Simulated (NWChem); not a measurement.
Species: ethanol (C2H6O); SMILES CCO

```xyz
9

C      0.2487    -1.2036     0.0330
C     -0.5415     0.0900    -0.0189
O      0.2657     1.2331     0.0847
H     -0.4167    -2.0808     0.0084
H      0.8528    -1.2501     0.9518
H      0.9345    -1.2858    -0.8272
H     -1.1654     0.1124    -0.9364
H     -1.2425     0.1340     0.8303
H      0.8768     1.2319    -0.6592
```
Atoms are numbered in this order, from 1.

Structure relaxed at the PBE0/def2-SVP level.

 Unshifted, non-relativistic core excitations; the lowest 4 roots alone, so stronger bands may lie above.

Question: List the first O K-edge excitations from B3LYP/6-311G** (spherical d), restricted-window TDA (NWChem).

Answer: 
```tsv
state	energy (eV)	dipole oscillator strength	leading excitation (squared amplitude)
S1	519.3	0.0126	1s of atom 3 or its equivalents → LUMO (0.89)
S2	520.7	0.0029	1s of atom 3 or its equivalents → LUMO+1 (0.88)
S3	521.3	0.0005	1s of atom 3 or its equivalents → LUMO+2 (0.98)
S4	521.5	0.0017	1s of atom 3 or its equivalents → LUMO+3 (0.94)
```
